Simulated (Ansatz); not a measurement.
We consider hcp Os, described by r²SCAN (Ansatz, a quantum-chemistry and plane-wave program, plane waves, PAW).

A relaxed, unreconstructed slab of the (11-20) face has 20 atoms, two equal faces of 20.478 Å² each and an energy of -227941.3047 eV. A bulk cell of 4 atoms with the same orientation and in-plane k mesh has -45590.5292 eV. Energies are extrapolated to zero smearing.

Settings: plane-wave cutoff 500 eV, 14×12×1 k mesh (along the axes of the cell as run), Fermi–Dirac smearing 0.1 eV, scalar-relativistic PAW data made under PBE.

Worked out: γ = (E_slab − N E_bulk per atom)/2A = [-227941.3047 − 20 × (-45590.5292/4)]/(2 × 20.478) = 0.2769 eV/Å². With 16.022 J/m² per eV/Å² this is 4.44 J/m², or 5.67 eV per surface cell and face.
